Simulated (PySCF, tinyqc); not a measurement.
RKS/BP86 in the sto-3g basis, for BH, spin multiplicity 1, step by step. The lowest restricted solution is unstable here: a spin-polarised one lies 0.0031 hartree lower (PySCF). Computed by tinyqc, a small Python program that keeps every step (integrals from PySCF). Settings: charge = 0, multiplicity = 1, basis = sto-3g, energy threshold = 1e-08, iteration cap = 68, orthogonalisation = symmetric, start = atomic densities, DIIS depth = 8, method = RKS, functional = b88,p86, grid = [40, 50]. Command: `OMP_NUM_THREADS=1 python tinyqc.py 24112 24113 out.jsonl` (the two numbers bound the seeds that draw the settings). One thread of a shared host (Intel(R) Xeon(R) Processor @ 2.60GHz), about 0.3 s of CPU time with the checks. Later iterations appear only in the table of the cycle.

## One-electron integrals

Geometry (angstrom):
```
atom,x,y,z
B,0.000000,0.000000,0.000000
H,0.000000,0.000000,1.169000
```

Basis sto-3g: exponents (1/bohr^2) and contraction coefficients of normalised primitives:
```
element,l (shell),exponent,coefficient
B,s (1),48.791113,0.154329
B,s (1),8.887362,0.535328
B,s (1),2.405267,0.444635
B,s (2),2.236956,-0.099967
B,s (2),0.519821,0.399513
B,s (2),0.169062,0.700115
B,p (3),2.236956,0.155916
B,p (3),0.519821,0.607684
B,p (3),0.169062,0.391957
H,s (1),3.425251,0.154329
H,s (1),0.623914,0.535328
H,s (1),0.168855,0.444635
```

Overlap, kinetic and nuclear-attraction integrals over the contracted functions; the nuclear repulsion is the sum of Za Zb / Rab.

nuclear repulsion = 2.26337558 hartree

overlap S, lower triangle:
```
,1B 1s,1B 2s,1B 2px,1B 2py,1B 2pz,2H 1s
1B 1s,1.000000
1B 2s,0.269328,1.000000
1B 2px,0.000000,0.000000,1.000000
1B 2py,0.000000,0.000000,0.000000,1.000000
1B 2pz,0.000000,0.000000,0.000000,0.000000,1.000000
2H 1s,0.069763,0.486757,0.000000,0.000000,0.495167,1.000000
```

kinetic energy T (hartree), lower triangle:
```
,1B 1s,1B 2s,1B 2px,1B 2py,1B 2pz,2H 1s
1B 1s,10.826302
1B 2s,-0.047967,0.359168
1B 2px,0.000000,0.000000,1.123881
1B 2py,0.000000,0.000000,0.000000,1.123881
1B 2pz,0.000000,0.000000,0.000000,0.000000,1.123881
2H 1s,-0.013948,0.093737,0.000000,0.000000,0.240649,0.760032
```

nuclear attraction V (hartree), lower triangle:
```
,1B 1s,1B 2s,1B 2px,1B 2py,1B 2pz,2H 1s
1B 1s,-23.600063
1B 2s,-3.261280,-4.206909
1B 2px,0.000000,0.000000,-4.135042
1B 2py,0.000000,0.000000,0.000000,-4.135042
1B 2pz,-0.019256,-0.165547,0.000000,0.000000,-4.260204
2H 1s,-0.855025,-1.863746,0.000000,0.000000,-1.829304,-3.454284
```

core Hamiltonian H = T + V (hartree), lower triangle:
```
,1B 1s,1B 2s,1B 2px,1B 2py,1B 2pz,2H 1s
1B 1s,-12.773761
1B 2s,-3.309247,-3.847741
1B 2px,0.000000,0.000000,-3.011161
1B 2py,0.000000,0.000000,0.000000,-3.011161
1B 2pz,-0.019256,-0.165547,0.000000,0.000000,-3.136323
2H 1s,-0.868973,-1.770009,0.000000,0.000000,-1.588655,-2.694252
```

## Two-electron integrals

Functions are numbered as in S; the eight-fold symmetry (ij|kl) = (ji|kl) = (kl|ij) leaves the list below.

Two-electron integrals (ij|kl) in chemists' order, unique and non-zero (hartree):
```
i,j,k,l,(ij|kl)
1,1,1,1,2.923513
2,1,1,1,0.518376
2,1,2,1,0.109262
2,2,1,1,0.744229
2,2,2,1,0.193177
2,2,2,2,0.544804
3,1,3,1,0.020264
3,2,3,1,0.029996
3,2,3,2,0.120346
3,3,1,1,0.742491
3,3,2,1,0.193240
3,3,2,2,0.544682
3,3,3,3,0.586773
4,1,4,1,0.020264
4,2,4,1,0.029996
4,2,4,2,0.120346
4,3,4,3,0.031630
4,4,1,1,0.742491
4,4,2,1,0.193240
4,4,2,2,0.544682
4,4,3,3,0.523513
4,4,4,4,0.586773
5,1,5,1,0.020264
5,2,5,1,0.029996
5,2,5,2,0.120346
5,3,5,3,0.031630
5,4,5,4,0.031630
5,5,1,1,0.742491
5,5,2,1,0.193240
5,5,2,2,0.544682
5,5,3,3,0.523513
5,5,4,4,0.523513
5,5,5,5,0.586773
6,1,1,1,0.134186
6,1,2,1,0.028168
6,1,2,2,0.049897
6,1,3,3,0.049650
6,1,4,4,0.049650
6,1,5,1,0.002076
6,1,5,2,0.003787
6,1,5,5,0.050419
6,1,6,1,0.007498
6,2,1,1,0.294779
6,2,2,1,0.077541
6,2,2,2,0.237165
6,2,3,3,0.230679
6,2,4,4,0.230679
6,2,5,1,0.008558
6,2,5,2,0.049938
6,2,5,5,0.249926
6,2,6,1,0.021301
6,2,6,2,0.136921
6,3,3,1,0.008150
6,3,3,2,0.037030
6,3,5,3,0.009592
6,3,6,3,0.016041
6,4,4,1,0.008150
6,4,4,2,0.037030
6,4,5,4,0.009592
6,4,6,4,0.016041
6,5,1,1,0.265394
6,5,2,1,0.070791
6,5,2,2,0.228532
6,5,3,3,0.216325
6,5,4,4,0.216325
6,5,5,1,0.014976
6,5,5,2,0.081423
6,5,5,5,0.252711
6,5,6,1,0.020504
6,5,6,2,0.154935
6,5,6,5,0.187790
6,6,1,1,0.444781
6,6,2,1,0.119228
6,6,2,2,0.409934
6,6,3,3,0.385313
6,6,4,4,0.385313
6,6,5,1,0.016967
6,6,5,2,0.128028
6,6,5,5,0.458767
6,6,6,1,0.033535
6,6,6,2,0.293912
6,6,6,5,0.363093
6,6,6,6,0.774606
```

## Orthogonalisation

S = U s U^T; symmetric (Loewdin) form X = U s^(-1/2) U^T, so that X^T S X = 1.

eigenvalues of S: 0.294393  0.796207  1.000000  1.000000  1.166484  1.742916

X, lower triangle:
```
,1B 1s,1B 2s,1B 2px,1B 2py,1B 2pz,2H 1s
1B 1s,1.030364
1B 2s,-0.155182,1.178168
1B 2px,0.000000,0.000000,1.000000
1B 2py,0.000000,0.000000,0.000000,1.000000
1B 2pz,-0.013863,0.148371,0.000000,0.000000,1.147334
2H 1s,0.028248,-0.373520,0.000000,0.000000,-0.372303,1.291231
```

## Starting guess

The start is atomic minimal-basis densities projected into this basis (PySCF's MINAO start) and scaled to the electron count of each spin; this density is not idempotent, so its energy is not variational and may lie below the converged one.

D at the start, lower triangle:
```
,1B 1s,1B 2s,1B 2px,1B 2py,1B 2pz,2H 1s
1B 1s,2.177779
1B 2s,-0.553850,2.067565
1B 2px,0.000000,0.000000,0.320781
1B 2py,0.000000,0.000000,0.000000,0.320781
1B 2pz,0.020886,-0.065493,0.000000,0.000000,0.282312
2H 1s,-0.042757,0.156504,0.000000,0.000000,0.047870,0.935315
```

## Iteration 1: exchange-correlation on the grid

Becke grid with 40 radial and 50 angular points per atom, points of zero weight dropped. rho = sum D_ij phi_i phi_j; V_xc,ij = sum w v_xc phi_i phi_j plus the gradient terms; v_xc is d(rho eps)/d rho at fixed gradient.

The 12 grid points with the largest w rho, of 3971 (bohr, atomic units):
```
x,y,z,w,rho,|grad rho|^2,eps_xc,v_xc
0.000000,0.993182,0.993182,0.108757,0.085483,0.011455,-0.383553,-0.485478
-0.993182,0.000000,0.993182,0.108757,0.085483,0.011455,-0.383553,-0.485478
0.993182,0.000000,0.993182,0.108757,0.085483,0.011455,-0.383553,-0.485478
0.000000,-0.993182,0.993182,0.108757,0.085483,0.011455,-0.383553,-0.485478
1.153529,0.000000,1.153529,0.144533,0.063874,0.009083,-0.354526,-0.440017
-1.153529,0.000000,1.153529,0.144533,0.063874,0.009083,-0.354526,-0.440017
0.000000,-1.153529,1.153529,0.144533,0.063874,0.009083,-0.354526,-0.440017
0.000000,1.153529,1.153529,0.144533,0.063874,0.009083,-0.354526,-0.440017
1.153529,0.000000,-1.153529,0.180396,0.051149,0.008196,-0.336095,-0.406419
0.000000,-1.153529,-1.153529,0.180396,0.051149,0.008196,-0.336095,-0.406419
-1.153529,0.000000,-1.153529,0.180396,0.051149,0.008196,-0.336095,-0.406419
0.000000,1.153529,-1.153529,0.180396,0.051149,0.008196,-0.336095,-0.406419
```

electrons on the grid, sum of w rho = 5.999564

E_xc = sum of w rho eps_xc = -4.47352658 hartree

V_xc (hartree), lower triangle:
```
,1B 1s,1B 2s,1B 2px,1B 2py,1B 2pz,2H 1s
1B 1s,-1.910587
1B 2s,-0.286322,-0.452727
1B 2px,0.000000,0.000000,-0.439856
1B 2py,0.000000,0.000000,0.000000,-0.439856
1B 2pz,-0.000304,-0.018711,0.000000,0.000000,-0.465484
2H 1s,-0.075000,-0.220330,0.000000,0.000000,-0.230781,-0.473468
```

## Iteration 1: building the Kohn-Sham matrix

J_ij = sum D_kl (ij|kl); F = H + J + V_xc; E = tr D H + tr D J / 2 + E_xc + E_nn.

Coulomb J (hartree), lower triangle:
```
,1B 1s,1B 2s,1B 2px,1B 2py,1B 2pz,2H 1s
1B 1s,8.539483
1B 2s,1.725971,3.511685
1B 2px,0.000000,0.000000,3.482107
1B 2py,0.000000,0.000000,0.000000,3.482107
1B 2pz,0.016722,0.128339,0.000000,0.000000,3.557818
2H 1s,0.449226,1.589564,0.000000,0.000000,1.576476,2.893180
```

Kohn-Sham matrix F (hartree), lower triangle:
```
,1B 1s,1B 2s,1B 2px,1B 2py,1B 2pz,2H 1s
1B 1s,-6.144865
1B 2s,-1.869598,-0.788783
1B 2px,0.000000,0.000000,0.031089
1B 2py,0.000000,0.000000,0.000000,0.031089
1B 2pz,-0.002838,-0.055920,0.000000,0.000000,-0.043989
2H 1s,-0.494747,-0.400774,0.000000,0.000000,-0.242960,-0.274539
```

total energy of this density = -25.02442217 hartree

This density is the starting one; it is not idempotent, so its energy is not variational and may lie below the converged one.

## Iteration 1: diagonalisation and new density

Diagonalise F' = X^T F X, C = X C', fill 3 alpha and 3 beta electrons from the bottom; D = 2 C_occ C_occ^T. Each column has its largest component positive (the first on a tie).

F' = X^T F X (hartree), lower triangle:
```
,1,2,3,4,5,6
1,-5.970302
2,-1.029386,-0.295612
3,0.000000,0.000000,0.031089
4,0.000000,0.000000,0.000000,0.031089
5,-0.017584,0.084904,0.000000,0.000000,0.120972
6,-0.076695,-0.275828,0.000000,0.000000,-0.305751,0.029269
```

orbital energies (hartree): MO1 -6.153736, MO2 -0.351326, MO3 -0.092421, MO4 0.031089, MO5 0.031089, MO6 0.481810

coefficients C:
```
,MO1,MO2,MO3,MO4,MO5,MO6
1B 1s,0.988005,-0.210700,-0.214797,0.000000,0.000000,0.141548
1B 2s,0.044852,0.545196,0.802629,0.000000,0.000000,-0.793869
1B 2px,0.000000,0.000000,0.000000,-0.161813,0.986821,0.000000
1B 2py,0.000000,0.000000,0.000000,0.986821,0.161813,0.000000
1B 2pz,0.006282,0.217736,-0.577833,0.000000,0.000000,-1.046829
2H 1s,-0.011793,0.536688,-0.366429,0.000000,0.000000,1.234406
```

D after iteration 1, lower triangle:
```
,1B 1s,1B 2s,1B 2px,1B 2py,1B 2pz,2H 1s
1B 1s,2.133372
1B 2s,-0.485923,1.886929
1B 2px,0.000000,0.000000,0.000000
1B 2py,0.000000,0.000000,0.000000,0.000000
1B 2pz,0.168893,-0.689590,0.000000,0.000000,0.762679
2H 1s,-0.092048,-0.004070,0.000000,0.000000,0.657034,0.844888
```

Within a degenerate level the vectors are fixed only up to a rotation; this is one choice.

## Iteration 2: exchange-correlation on the grid

As before.

The 12 grid points with the largest w rho, of 3971 (bohr, atomic units):
```
x,y,z,w,rho,|grad rho|^2,eps_xc,v_xc
-0.491867,0.491867,-1.475600,0.161205,0.094329,0.027380,-0.400486,-0.494515
0.491867,0.491867,-1.475600,0.161205,0.094329,0.027380,-0.400486,-0.494515
-0.491867,-0.491867,-1.475600,0.161205,0.094329,0.027380,-0.400486,-0.494515
0.491867,-0.491867,-1.475600,0.161205,0.094329,0.027380,-0.400486,-0.494515
-0.423494,0.423494,-1.270482,0.107464,0.135637,0.041669,-0.442583,-0.558668
0.423494,0.423494,-1.270482,0.107464,0.135637,0.041669,-0.442583,-0.558668
-0.423494,-0.423494,-1.270482,0.107464,0.135637,0.041669,-0.442583,-0.558668
0.423494,-0.423494,-1.270482,0.107464,0.135637,0.041669,-0.442583,-0.558668
-0.567770,0.567770,-1.703310,0.238093,0.059185,0.013744,-0.353427,-0.422804
-0.567770,-0.567770,-1.703310,0.238093,0.059185,0.013744,-0.353427,-0.422804
0.567770,0.567770,-1.703310,0.238093,0.059185,0.013744,-0.353427,-0.422804
0.567770,-0.567770,-1.703310,0.238093,0.059185,0.013744,-0.353427,-0.422804
```

electrons on the grid, sum of w rho = 5.999517

E_xc = sum of w rho eps_xc = -4.46143953 hartree

V_xc (hartree), lower triangle:
```
,1B 1s,1B 2s,1B 2px,1B 2py,1B 2pz,2H 1s
1B 1s,-1.899412
1B 2s,-0.282406,-0.439243
1B 2px,0.000000,0.000000,-0.406140
1B 2py,0.000000,0.000000,0.000000,-0.406140
1B 2pz,0.004541,0.010555,0.000000,0.000000,-0.492757
2H 1s,-0.073718,-0.217677,0.000000,0.000000,-0.233495,-0.489378
```

## Iteration 2: building the Kohn-Sham matrix

As before.

Coulomb J (hartree), lower triangle:
```
,1B 1s,1B 2s,1B 2px,1B 2py,1B 2pz,2H 1s
1B 1s,8.401182
1B 2s,1.699538,3.478942
1B 2px,0.000000,0.000000,3.422052
1B 2py,0.000000,0.000000,0.000000,3.422052
1B 2pz,-0.000963,0.058215,0.000000,0.000000,3.579876
2H 1s,0.440703,1.572542,0.000000,0.000000,1.562614,2.908596
```

Kohn-Sham matrix F (hartree), lower triangle:
```
,1B 1s,1B 2s,1B 2px,1B 2py,1B 2pz,2H 1s
1B 1s,-6.271991
1B 2s,-1.892115,-0.808042
1B 2px,0.000000,0.000000,0.004751
1B 2py,0.000000,0.000000,0.000000,0.004751
1B 2pz,-0.015678,-0.096778,0.000000,0.000000,-0.049204
2H 1s,-0.501988,-0.415144,0.000000,0.000000,-0.259536,-0.275033
```

total energy of this density = -24.90221618 hartree

## Iteration 2: DIIS over 2 matrices

error matrix X^T (FDS - SDF) X:
```
,1,2,3,4,5,6
1,0.000000,0.003279,0.000000,0.000000,0.000527,0.002586
2,-0.003279,0.000000,0.000000,0.000000,0.035807,-0.058084
3,0.000000,0.000000,0.000000,0.000000,0.000000,0.000000
4,0.000000,0.000000,0.000000,0.000000,0.000000,0.000000
5,-0.000527,-0.035807,0.000000,0.000000,0.000000,-0.037564
6,-0.002586,0.058084,0.000000,0.000000,0.037564,0.000000
```

B (overlaps of the stored error matrices):
```
,1,2
1,7.8948274e-01,3.9765292e-03
2,3.9765292e-03,1.2169386e-02
```

Minimise |sum c_i e_i|^2 with sum c_i = 1: solve [B -1; -1 0][c; lambda] = [0; -1] with B_ij = tr e_i^T e_j, and take F = sum c_i F_i.

DIIS coefficients: 0.010322  0.989678

extrapolated F (hartree), lower triangle:
```
,1B 1s,1B 2s,1B 2px,1B 2py,1B 2pz,2H 1s
1B 1s,-6.270678
1B 2s,-1.891883,-0.807843
1B 2px,0.000000,0.000000,0.005023
1B 2py,0.000000,0.000000,0.000000,0.005023
1B 2pz,-0.015545,-0.096356,0.000000,0.000000,-0.049150
2H 1s,-0.501913,-0.414996,0.000000,0.000000,-0.259365,-0.275028
```

## Iteration 2: diagonalisation and new density

As before.

F' = X^T F X (hartree), lower triangle:
```
,1,2,3,4,5,6
1,-6.097296
2,-1.032398,-0.317179
3,0.000000,0.000000,0.005023
4,0.000000,0.000000,0.000000,0.005023
5,-0.025203,0.042482,0.000000,0.000000,0.115907
6,-0.076572,-0.276743,0.000000,0.000000,-0.314405,0.043438
```

orbital energies (hartree): MO1 -6.278633, MO2 -0.378411, MO3 -0.070081, MO4 0.005023, MO5 0.005023, MO6 0.471995

coefficients C:
```
,MO1,MO2,MO3,MO4,MO5,MO6
1B 1s,0.988791,-0.215044,-0.214621,0.000000,0.000000,0.129258
1B 2s,0.042382,0.577144,0.818104,0.000000,0.000000,-0.754657
1B 2px,0.000000,0.000000,0.000000,0.980490,-0.196571,0.000000
1B 2py,0.000000,0.000000,0.000000,0.196571,0.980490,0.000000
1B 2pz,0.008735,0.264458,-0.558189,0.000000,0.000000,-1.046710
2H 1s,-0.012268,0.483513,-0.388031,0.000000,0.000000,1.249680
```

D after iteration 2, lower triangle:
```
,1B 1s,1B 2s,1B 2px,1B 2py,1B 2pz,2H 1s
1B 1s,2.140029
1B 2s,-0.515573,2.008372
1B 2px,0.000000,0.000000,0.000000
1B 2py,0.000000,0.000000,0.000000,0.000000
1B 2pz,0.143132,-0.607313,0.000000,0.000000,0.763178
2H 1s,-0.065655,-0.077827,0.000000,0.000000,0.688713,0.769008
```

Within a degenerate level the vectors are fixed only up to a rotation; this is one choice.

## Iteration 6 (converged): orbitals

converged F (hartree), lower triangle:
```
,1B 1s,1B 2s,1B 2px,1B 2py,1B 2pz,2H 1s
1B 1s,-6.253025
1B 2s,-1.888120,-0.802753
1B 2px,0.000000,0.000000,0.010919
1B 2py,0.000000,0.000000,0.000000,0.010919
1B 2pz,-0.014200,-0.093710,0.000000,0.000000,-0.045571
2H 1s,-0.500811,-0.413421,0.000000,0.000000,-0.258337,-0.278116
```

As before.

F' = X^T F X (hartree), lower triangle:
```
,1,2,3,4,5,6
1,-6.079615
2,-1.031638,-0.311926
3,0.000000,0.000000,0.010919
4,0.000000,0.000000,0.000000,0.010919
5,-0.024186,0.045628,0.000000,0.000000,0.120106
6,-0.076567,-0.275926,0.000000,0.000000,-0.313777,0.037711
```

orbital energies (hartree): MO1 -6.261053, MO2 -0.375795, MO3 -0.068990, MO4 0.010919, MO5 0.010919, MO6 0.472115

coefficients C:
```
,MO1,MO2,MO3,MO4,MO5,MO6
1B 1s,0.988721,-0.212890,-0.216526,0.000000,0.000000,0.130179
1B 2s,0.042598,0.566646,0.823466,0.000000,0.000000,-0.756766
1B 2px,0.000000,0.000000,0.000000,0.999687,0.025002,0.000000
1B 2py,0.000000,0.000000,0.000000,-0.025002,0.999687,0.000000
1B 2pz,0.008481,0.259976,-0.553895,0.000000,0.000000,-1.050110
2H 1s,-0.012204,0.495089,-0.388375,0.000000,0.000000,1.245033
```

D after iteration 6, lower triangle:
```
,1B 1s,1B 2s,1B 2px,1B 2py,1B 2pz,2H 1s
1B 1s,2.139551
1B 2s,-0.513635,2.001996
1B 2px,0.000000,0.000000,0.000000
1B 2py,0.000000,0.000000,0.000000,0.000000
1B 2pz,0.145944,-0.616876,0.000000,0.000000,0.748917
2H 1s,-0.066745,-0.079587,0.000000,0.000000,0.687453,0.792194
```

Within a degenerate level the vectors are fixed only up to a rotation; this is one choice.

## Convergence

Stop when the energy changes by less than 1e-08 hartree and every element of the error matrix X^T (F D S - S D F) X is below 3e-05.

Course of the cycle:
```
iteration,E (hartree),change,largest element of the error matrix
1,-25.02442217,-,5.91e-01
2,-24.90221618,1.22e-01,5.81e-02
3,-24.90517932,-2.96e-03,1.61e-02
4,-24.90531471,-1.35e-04,4.52e-03
5,-24.90532634,-1.16e-05,1.79e-05
6,-24.90532634,-3.11e-10,1.46e-08
```

PySCF RKS in the same basis, fine grid = -24.90559979 hartree

Converged in 6 iterations. The coarse grid moves the energy by +2.73e-04 hartree.

## Populations, bond orders and dipole

Mulliken: Z minus the diagonal of D S on the atom; Loewdin: the same with S^(1/2) D S^(1/2); Mayer order: 2 sum_s sum (D(s) S)_ij (D(s) S)_ji over the two atoms.

Charges (e):
```
atom,Mulliken,Loewdin
1B,0.089201,0.082493
2H,-0.089201,-0.082493
```

Mayer bond orders:
```
pair,order
2-1,0.992043
```

dipole moment about the origin, x y z (debye): 0.000000  0.000000  0.989665
